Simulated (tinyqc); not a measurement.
Stretching all distances: RHF, UHF, MP2, CISD and CCSD against full CI in the sto-6g basis, for H2O, spin multiplicity 1. Computed by the program tinyqc with PySCF. All coordinates are multiplied by the scale. c0^2 is the weight of the RHF determinant in the lowest singlet FCI state (UHF is spin-contaminated and may lie near states of higher spin) and n(LUMO) the first natural occupation beyond the occupied space.

Geometry (angstrom):

| atom | x | y | z |
|---|---|---|---|
| O | 0.0000 | 0.0000 | 0.0000 |
| H | 0.0000 | 0.7800 | 0.4710 |
| H | 0.0000 | -0.7800 | 0.4710 |

Full CI energy (hartree) and errors against it (kcal/mol):

| scale | distance 1-2 (angstrom) | E(FCI) | RHF | UHF | MP2 | CISD | CCSD | <S^2> UHF | c0^2 | n(LUMO) |
|---|---|---|---|---|---|---|---|---|---|---|
| 0.9100 | 0.8292 | -75.636704 | 21.5993 | 21.5993 | 5.6206 | 0.1910 | 0.0552 | 0.0000 | 0.9853 | 0.0153 |
| 1.1400 | 1.0387 | -75.720974 | 37.4390 | 37.4390 | 11.5355 | 0.7579 | 0.1432 | 0.0000 | 0.9623 | 0.0406 |
| 1.3700 | 1.2483 | -75.669631 | 63.2362 | 63.1475 | 21.9235 | 2.8262 | 0.3553 | 0.0725 | 0.9092 | 0.1016 |
| 1.6000 | 1.4579 | -75.595674 | 100.0765 | 59.4974 | 36.8167 | 8.3673 | 0.6360 | 1.1611 | 0.8136 | 0.2162 |
| 1.8300 | 1.6675 | -75.534045 | 146.6916 | 36.2505 | 54.4551 | 18.9724 | -0.2000 | 1.6177 | 0.6779 | 0.3836 |
| 2.0500 | 1.8679 | -75.495899 | 197.0469 | 18.3501 | 72.1160 | 33.1663 | -4.6474 | 1.8221 | 0.5252 | 0.5655 |

What does the comparison show, and why?

UHF parts from RHF first at scale 1.37 of those listed, where <S^2> leaves zero. The weight c0^2 goes from 0.99 to 0.53 and n(LUMO) from 0.02 to 0.57: static correlation grows as the bonds break into open-shell fragments. The spread of the error along the curve, which distorts its shape, is CCSD 5.3, CISD 33.0, UHF 44.8, MP2 66.5, RHF 175.4 kcal/mol. Below FCI somewhere: CCSD, as non-variational methods may be.
